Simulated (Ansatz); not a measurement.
Write a Python script for Ansatz 0.2.0 through its Python package that makes harmonic frequencies at the relaxed geometry of C₂H₃Cl₃, SMILES ClCC(Cl)Cl. Use (for the species named): PBE0, def2-SVP basis, multiplicity 1.

```xyz
8

Cl    1.7810   -0.0124    1.1782
C     0.7307   -0.2129   -0.2513
C    -0.7372    0.1400   -0.0109
Cl   -0.9578    1.8529    0.4292
Cl   -1.4946   -0.9128    1.2115
H     0.8248   -1.2554   -0.5728
H     1.1490    0.4146   -1.0452
H    -1.2958   -0.0140   -0.9388
```

The script, `c2h3cl3_freq.py`:
```python
import ansatz
from ase import Atoms
from ase.thermochemistry import IdealGasThermo
import numpy as np

BASIS = "def2-SVP"
XC = "pbe0"


def main() -> None:
    geometry = (
        ansatz.Crystal.molecule()
        .atom("Cl", (1.781, -0.0124, 1.1782))
        .atom("C", (0.7307, -0.2129, -0.2513))
        .atom("C", (-0.7372, 0.14, -0.0109))
        .atom("Cl", (-0.9578, 1.8529, 0.4292))
        .atom("Cl", (-1.4946, -0.9128, 1.2115))
        .atom("H", (0.8248, -1.2554, -0.5728))
        .atom("H", (1.149, 0.4146, -1.0452))
        .atom("H", (-1.2958, -0.014, -0.9388))
    )

    model = geometry.calculation().basis(gaussian=BASIS).functional(XC)
    symbols = [site.symbol for site in geometry.cartesian_sites]
    start = np.array([site.position_ang for site in geometry.cartesian_sites], dtype=float)
    data = model.relax(force_tolerance=0.003).run(threads=1, pin="off").report
    end = np.array(data["positions_ang"])

    print("final positions (A) and the move of each atom")
    for symbol, xyz, old in zip(symbols, end, start):
        print(f"{symbol:2s} {xyz[0]:10.5f} {xyz[1]:10.5f} {xyz[2]:10.5f}   {np.linalg.norm(xyz - old):7.4f}")

    minimum = ansatz.Crystal.molecule()
    for symbol, place in zip(symbols, end):
        minimum = minimum.atom(symbol, place.tolist())
    vibrating = minimum.calculation().basis(gaussian=BASIS).functional(XC).phonons(temperatures=(100, 500, 100))
    vib = vibrating.run(threads=1, pin="off").report["vibrations"]
    sums = vib["harmonic_sums"]
    modes = [m["omega_inv_cm"] for m in sums["modes_at_gamma"] if m["rigid_motion"] == "no"]
    print("frequencies (1/cm):", " ".join(f"{w:.0f}" for w in modes))
    print("imaginary modes:", sum(w < 0 for w in modes), " zero-point energy:", round(sums["zero_point_energy_ev"], 4), "eV")
    gas = IdealGasThermo(vib_energies=[w / 8065.544 for w in modes if w > 0], geometry="linear" if len(modes) == 3 * len(symbols) - 5 else "nonlinear",
                         atoms=Atoms(symbols, positions=end), symmetrynumber=1, spin=0.0)
    print(f"H(298 K) - E = {gas.get_enthalpy(298.15, verbose=False):.4f} eV")
    print(f"S(298 K, 1 bar) = {96485.33 * gas.get_entropy(298.15, 1e5, verbose=False):.1f} J/(mol K) with symmetry number 1")


if __name__ == "__main__":
    main()
```

```console
$ python c2h3cl3_freq.py
final positions (A) and the move of each atom
Cl    1.74710   -0.00375    1.18560    0.0358
C     0.72845   -0.21128   -0.24708    0.0051
C    -0.72502    0.13774   -0.01057    0.0124
Cl   -0.92281    1.84828    0.41980    0.0365
Cl   -1.46131   -0.92604    1.20455    0.0365
H     0.79423   -1.26159   -0.56464    0.0322
H     1.12340    0.43427   -1.04433    0.0323
H    -1.28394   -0.01764   -0.94343    0.0132
frequencies (1/cm): 100 165 285 324 548 668 724 804 952 1046 1192 1247 1270 1319 1436 3104 3145 3181
imaginary modes: 0  zero-point energy: 1.3334 eV
H(298 K) - E = 1.5128 eV
S(298 K, 1 bar) = 331.8 J/(mol K) with symmetry number 1
```

Caveats:
- The frequencies are harmonic and unscaled, in a modest basis. The result belongs to the one conformer reached from this start, and soft torsions count as harmonic oscillators.
- The entropy takes a symmetry number of 1; a symmetric molecule's is lower by R ln(sigma).
- Run time: 2.1 min on 1 thread of Arm Neoverse V1 (shared host), peak memory 0.34 GiB.

(Lines on the test bed's own set-up are left out of the output.)
